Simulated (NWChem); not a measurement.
System: SiH₄; SMILES [SiH4]

The following NWChem deck was run.

```
start job
memory heap 200 mb stack 900 mb global 1100 mb
geometry units angstroms noautoz
  Si     0.000000     0.000000     0.000000
  H     -0.861779     0.861779     0.861806
  H      0.861779    -0.861779     0.861806
  H      0.861779     0.861779    -0.861806
  H     -0.861779    -0.861779    -0.861806
end
basis spherical
  * library def2-tzvp
end
dft
  xc xtpss03 ctpss03
  iterations 150
  mulliken
end
task dft energy
```

Output (shortened):

```
             Northwest Computational Chemistry Package (NWChem) 7.3.0
             --------------------------------------------------------

 D2D symmetry detected

                             Geometry "geometry" -> ""
                             -------------------------

 Output coordinates in angstroms (scale by  1.889725989 to convert to a.u.)

  No.       Tag          Charge          X              Y              Z
 ---- ---------------- ---------- -------------- -------------- --------------
    1 Si                  14.0000     0.00000000     0.00000000     0.00000000
    2 H                    1.0000     0.86179250     0.86179250    -0.86177900
    3 H                    1.0000    -0.86179250     0.86179250     0.86177900
    4 H                    1.0000     0.86179250    -0.86179250     0.86177900
    5 H                    1.0000    -0.86179250    -0.86179250    -0.86177900

 Effective nuclear repulsion energy (a.u.)      21.1556781779

      Symmetry information
      --------------------

 Group name             D2d
 Group number             32
 Group order               8
 No. of unique centers     2

                                 NWChem DFT Module
                                 -----------------

 Summary of "ao basis" -> "ao basis" (spherical)
 ------------------------------------------------------------------------------
       Tag                 Description            Shells   Functions and Types
 ---------------- ------------------------------  ------  ---------------------
 Si                        def2-tzvp                13       37   5s5p2d1f
 H                         def2-tzvp                 4        6   3s1p

      Symmetry analysis of basis
      --------------------------

        a1         13
        a2          2
        b1          3
        b2         13
        e          30

            General Information
            -------------------
          SCF calculation type: DFT
          Wavefunction type:  closed shell.
          No. of atoms     :     5
          No. of electrons :    18
           Alpha electrons :     9
            Beta electrons :     9
          Charge           :     0
          Spin multiplicity:     1
          Use of symmetry is: on ; symmetry adaption is: on
          Maximum number of iterations: 150
          AO basis - number of functions:    61
                     number of shells:    29
          Convergence on energy requested:  1.00D-06
          Convergence on density requested:  1.00D-05
          Convergence on gradient requested:  5.00D-04

              XC Information
              --------------
                  TPSS metaGGA Exchange Functional  1.000
             TPSS03 metaGGA Correlation Functional  1.000

             Grid Information
             ----------------
          Grid used for XC integration:  medium
          Radial quadrature: Mura-Knowles
          Angular quadrature: Lebedev.
          Tag              B.-S. Rad. Rad. Pts. Rad. Cut. Ang. Pts.
          ---              ---------- --------- --------- ---------
          Si                  1.10       88           7.0       590
          H                   0.35       45           8.0       434
          Grid pruning is: on
          Number of quadrature shells:   133
          Spatial weights used:  Erf1

      Superposition of Atomic Density Guess
      -------------------------------------

 Sum of atomic energies:        -290.83464730

      Non-variational initial energy
      ------------------------------

 Total energy =    -291.022922
 1-e energy   =    -444.179545
 2-e energy   =     132.000945
 HOMO         =      -0.431943
 LUMO         =       0.091408

      Symmetry analysis of molecular orbitals - initial
      -------------------------------------------------

  Numbering of irreducible representations:

     1 a1          2 a2          3 b1          4 b2          5 e

  Orbital symmetries:

     1 a1          2 a1          3 e           4 e           5 b2
     6 a1          7 e           8 e           9 b2         10 b2
    11 e          12 e          13 a1         14 e          15 e
    16 b2         17 b1         18 a1         19 a1

     ---------------------------------------------
      Total Density - Mulliken Population Analysis
     ---------------------------------------------

    Atom       Charge   Shell Charges
 -----------   ------   -------------------------------------------------------
    1 Si  14    13.83   2.00  0.59  1.39  0.89  0.48  4.12  1.73  0.52  1.41  0.57  0.07  0.05  0.01
    2 H    1     1.04   0.22  0.54  0.26  0.01
    3 H    1     1.04   0.22  0.54  0.26  0.01
    4 H    1     1.04   0.22  0.54  0.26  0.01
    5 H    1     1.04   0.22  0.54  0.26  0.01

   convergence    iter        energy       DeltaE   RMS-Dens  Diis-err
 ---------------- ----- ----------------- --------- --------- ---------
 d= 0,ls=0.0,diis     1   -291.9069232217 -3.13D+02  4.44D-03  1.99D-01
 d= 0,ls=0.0,diis     2   -291.9196232684 -1.27D-02  1.92D-03  5.65D-03
 d= 0,ls=0.0,diis     3   -291.9204911954 -8.68D-04  7.31D-04  2.74D-03
 d= 0,ls=0.0,diis     4   -291.9209291873 -4.38D-04  4.58D-05  5.67D-05
 d= 0,ls=0.0,diis     5   -291.9209324978 -3.31D-06  8.59D-06  3.30D-07
 d= 0,ls=0.0,diis     6   -291.9209325588 -6.10D-08  5.58D-07  2.14D-09

         Total DFT energy =     -291.920932558849
      One electron energy =     -445.491046283828
           Coulomb energy =      154.822944168503
    Exchange-Corr. energy =      -22.408508621420
 Nuclear repulsion energy =       21.155678177897

 Numeric. integr. density =       17.999992269581

                  Occupations of the irreducible representations
                  ----------------------------------------------

                     irrep           alpha         beta
                     --------     --------     --------
                     a1                3.0          3.0
                     a2                0.0          0.0
                     b1                0.0          0.0
                     b2                2.0          2.0
                     e                 4.0          4.0

                       DFT Final Molecular Orbital Analysis
                       ------------------------------------

 Vector    7  Occ=2.000000D+00  E=-3.217823D-01  Symmetry=e
              MO Center= -1.6D-10, -3.0D-10, -5.0D-01, r^2= 2.2D+00
   Bfn.  Coefficient  Atom+Function         Bfn.  Coefficient  Atom+Function
  ----- ------------  ---------------      ----- ------------  ---------------
    15      0.270084  1 Si px                39      0.231311  2 H  s
    57     -0.231311  5 H  s                 16      0.148102  1 Si py
    38      0.134989  2 H  s                 56     -0.134989  5 H  s
    40      0.122701  2 H  s                 58     -0.122701  5 H  s
     6     -0.112598  1 Si px                12      0.104820  1 Si px

 Vector    8  Occ=2.000000D+00  E=-3.217823D-01  Symmetry=e
              MO Center= -2.4D-16,  3.4D-16,  5.0D-01, r^2= 2.2D+00
   Bfn.  Coefficient  Atom+Function         Bfn.  Coefficient  Atom+Function
  ----- ------------  ---------------      ----- ------------  ---------------
    16      0.270084  1 Si py                45      0.231311  3 H  s
    51     -0.231311  4 H  s                 15     -0.148102  1 Si px
    44      0.134989  3 H  s                 50     -0.134989  4 H  s
    46      0.122701  3 H  s                 52     -0.122701  4 H  s
     7     -0.112598  1 Si py                13      0.104820  1 Si py

 Vector    9  Occ=2.000000D+00  E=-3.217802D-01  Symmetry=b2
              MO Center=  1.6D-10,  3.0D-10, -1.1D-15, r^2= 2.5D+00
   Bfn.  Coefficient  Atom+Function         Bfn.  Coefficient  Atom+Function
  ----- ------------  ---------------      ----- ------------  ---------------
    17      0.308026  1 Si pz                39     -0.170378  2 H  s
    45      0.170378  3 H  s                 51      0.170378  4 H  s
    57     -0.170378  5 H  s                  8     -0.128415  1 Si pz
    14      0.119545  1 Si pz                20      0.099910  1 Si pz
    38     -0.099430  2 H  s                 44      0.099430  3 H  s

 Vector   10  Occ=0.000000D+00  E= 1.672999D-02  Symmetry=b2
              MO Center=  2.9D-10, -1.1D-10, -1.3D-14, r^2= 4.2D+00
   Bfn.  Coefficient  Atom+Function         Bfn.  Coefficient  Atom+Function
  ----- ------------  ---------------      ----- ------------  ---------------
    20      1.366755  1 Si pz                40      0.721313  2 H  s
    46     -0.721313  3 H  s                 52     -0.721313  4 H  s
    58      0.721313  5 H  s                 17      0.256548  1 Si pz
    21      0.144702  1 Si d -2              26      0.144423  1 Si d -2
    14      0.084386  1 Si pz                 8     -0.081990  1 Si pz

 Vector   11  Occ=0.000000D+00  E= 1.673302D-02  Symmetry=e
              MO Center= -3.2D-11,  1.6D-10, -1.5D-01, r^2= 4.2D+00
   Bfn.  Coefficient  Atom+Function         Bfn.  Coefficient  Atom+Function
  ----- ------------  ---------------      ----- ------------  ---------------
    18      1.339937  1 Si px                46      0.849473  3 H  s
    52     -0.849473  4 H  s                 40     -0.564843  2 H  s
    58      0.564843  5 H  s                 19     -0.269661  1 Si py
    15      0.251500  1 Si px                22      0.141858  1 Si d -1
    27      0.141584  1 Si d -1              12      0.082726  1 Si px

 Vector   12  Occ=0.000000D+00  E= 1.673302D-02  Symmetry=e
              MO Center= -2.6D-10, -5.3D-11,  1.5D-01, r^2= 4.2D+00
   Bfn.  Coefficient  Atom+Function         Bfn.  Coefficient  Atom+Function
  ----- ------------  ---------------      ----- ------------  ---------------
    19      1.339937  1 Si py                40     -0.849473  2 H  s
    58      0.849473  5 H  s                 46     -0.564843  3 H  s
    52      0.564843  4 H  s                 18      0.269661  1 Si px
    16      0.251500  1 Si py                24     -0.141858  1 Si d  1
    29     -0.141584  1 Si d  1              13      0.082726  1 Si py

     ---------------------------------------------
      Total Density - Mulliken Population Analysis
     ---------------------------------------------

    Atom       Charge   Shell Charges
 -----------   ------   -------------------------------------------------------
    1 Si  14    13.90   2.00  0.57  1.40  0.89  0.47  4.13  1.69  0.59  1.51  0.44  0.10  0.09  0.01
    2 H    1     1.02   0.24  0.57  0.20  0.01
    3 H    1     1.02   0.24  0.57  0.20  0.01
    4 H    1     1.02   0.24  0.57  0.20  0.01
    5 H    1     1.02   0.24  0.57  0.20  0.01

     -------------------------------------------
      Total Density - Lowdin Population Analysis
     -------------------------------------------

    Atom       Charge   Shell Charges
 -----------   ------   -------------------------------------------------------
    1 Si  14    13.81   2.00  0.84  1.10  0.59  0.38  3.85  1.88  0.72  1.33  0.77  0.10  0.22  0.03
    2 H    1     1.05   0.25  0.48  0.29  0.02
    3 H    1     1.05   0.25  0.48  0.29  0.02
    4 H    1     1.05   0.25  0.48  0.29  0.02
    5 H    1     1.05   0.25  0.48  0.29  0.02

     Multipole analysis of the density
     ---------------------------------

     L   x y z        total         alpha         beta         nuclear
     -   - - -        -----         -----         ----         -------
     0   0 0 0     -0.000000     -9.000000     -9.000000     18.000000

     1   1 0 0      0.000000      0.000000      0.000000      0.000000
     1   0 1 0      0.000000      0.000000      0.000000      0.000000
     1   0 0 1     -0.000000     -0.000000     -0.000000      0.000000

     2   2 0 0    -12.247888    -11.428305    -11.428305     10.608722
     2   1 1 0     -0.000000     -0.000000     -0.000000     -0.000000
     2   1 0 1      0.000000      0.000000      0.000000      0.000000
     2   0 2 0    -12.247888    -11.428305    -11.428305     10.608722
     2   0 1 1     -0.000000     -0.000000     -0.000000      0.000000
     2   0 0 2    -12.247886    -11.428138    -11.428138     10.608390
```

Level: TPSS/def2-TZVP. The geometry was optimised at PBE0/def2-SVP.
